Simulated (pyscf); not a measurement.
Thermochemistry of product channels of H₃C–AlH–CH₃ on the singlet surface, in kcal/mol, from ωB97M-D3(BJ)/def2-TZVP energies (ideal gas, 1 atm, RRHO with modes under 100 cm⁻¹ raised to 100, one conformer, R ln 2 for rigid chiral ones). Structures and frequencies: ωB97X-D3(BJ)/def2-SVP in PySCF.

```csv
products,ΔE,ΔH(298 K),ΔG(600 K),ΔG(1200 K)
H₃C–CH₂–AlH₂,+14.8,+14.4,+16.3,+18.7
CH₄ + H₃C–Al [singlet],+22.1,+23.3,+7.8,-5.4
cyclic C₂H₅Al (SMILES [CH2]1[CH2][AlH]1) + H₂,+68.1,+63.0,+50.8,+38.1
```

The channel to CH₄ + H₃C–Al [singlet] turns favourable between 298 and 1200 K (ΔG from +15.4 kcal/mol to -5.4 kcal/mol).

These are energies of the channels, which say nothing of barriers. cyclic C₂H₅Al (SMILES [CH2]1[CH2][AlH]1) lies 18.4 kcal/mol over its isomer H₂C=CH–AlH₂, and others may lie lower still (electronic energy, ωB97M-D3(BJ)).
